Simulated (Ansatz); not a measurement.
C₂H₂F₂O, SMILES `FC1(F)CO1`, relaxed with RKS PBE-D4/def2-SVP in Ansatz 0.2.0 from a rough embedded geometry. The force threshold is 0.03 eV/Å; the program also tests the step.

Charge 0, multiplicity 1.

Start:

```xyz
7

F     0.937    0.503   -1.528
C    -0.077    0.393   -0.544
F    -0.758    1.594   -0.481
C     0.062   -0.514    0.631
O    -0.759   -0.848   -0.434
H    -0.405   -0.123    1.586
H     0.999   -1.006    0.770
```

(1) By how much does the energy fall, and how many steps does the optimiser take? (Best estimate.)

(2) Which bonds change most? (Best estimate.)

(3) Give the relaxed structure. (An estimate is asked.)

Results:

(1) Computed: 0.45 eV, in 6 steps.

(2) The calculation gave: C4–O5 from 1.386 to 1.482 Å; F1–C2 from 1.417 to 1.346 Å; C2–O5 from 1.421 to 1.361 Å; C4–H7 from 1.067 to 1.105 Å.

(3) The calculation gave: 
```xyz
7

F     0.889    0.485   -1.484
C    -0.060    0.392   -0.534
F    -0.770    1.537   -0.523
C     0.116   -0.423    0.663
O    -0.766   -0.771   -0.477
H    -0.419   -0.157    1.592
H     1.010   -1.064    0.763
```
